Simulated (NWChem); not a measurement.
Species: C3H7 cation

```xyz
10

C      1.2837     0.0140     0.1933
C      0.0000     0.0000    -0.4533
C     -1.2837    -0.0140     0.1933
H      2.0331    -0.6180    -0.3385
H      1.2815    -0.1110     1.2911
H      1.6783     1.0449    -0.0592
H      0.0000     0.0000    -1.5646
H     -1.6783    -1.0449    -0.0592
H     -2.0331     0.6180    -0.3385
H     -1.2815     0.1110     1.2911
```
Atoms are numbered in this order, from 1.

Program: NWChem. Pople sets run with spherical d functions. STO-3G and 3-21G are far too small for this property and stand as cheap habits. All runs use the structure optimised with PBE-D3(BJ)/def2-SVP. Field at 589 nm.

**Question.** Among these, which level gives the lowest value of “anisotropy (bohr³)”?
(A) B3LYP/def2-SVP
(B) B3LYP/def2-SVPD
(C) B3LYP/6-31G*
(D) B3LYP/STO-3G

**Answer.** D, B3LYP/STO-3G. Values: B3LYP/STO-3G 18.5; B3LYP/def2-SVPD 19.9; B3LYP/6-31G* 20.5; B3LYP/def2-SVP 21.3
